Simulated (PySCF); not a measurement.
Gas-phase reaction: 4 H₂SiNH ⇌ 4 N + 2 H + i-Si₄H₁₀

Computed with PySCF and rigid-rotor harmonic-oscillator thermochemistry at 1 bar. † marks an energy on the PBE0/def2-TZVP geometry and frequencies; other levels use their own. MP2 and CCSD(T) freeze the core. 6-31G* has spherical d functions here. Open shells (unrestricted): N (multiplicity 4), H (multiplicity 2); the rest are closed-shell singlets. B3LYP is the form with VWN-RPA correlation. H₂SiNH: computed as isolated molecules; such fragments, hydroxides, amides, oligomers or adducts are transient or little studied in the gas. MP2 isn't extrapolated to the basis-set limit. CCSD(T) isn't extrapolated to the basis-set limit. Warning, large T1 diagnostic: H₂SiNH (CCSD(T)/def2-SVP†).

```
level               ΔH°(298 K), kJ
------------------  --------------
B3LYP/def2-TZVP†              1847
BLYP/def2-TZVP†                  …
CCSD(T)/def2-SVP†                …
HF/6-31G*                      442
HF/def2-TZVP†                  601
MP2/def2-SVP†                 1570
MP2/def2-TZVPP†                  …
PBE/def2-TZVP†                   …
ωB97M-V/def2-TZVP†            1811
ωB97X-V/def2-TZVP†            1757
```

Question: Complete the blanks.

Answer: 
- BLYP/def2-TZVP†, ΔH°(298 K), kJ: 1966
- CCSD(T)/def2-SVP†, ΔH°(298 K), kJ: 1488
- MP2/def2-TZVPP†, ΔH°(298 K), kJ: 1791
- PBE/def2-TZVP†, ΔH°(298 K), kJ: 1940
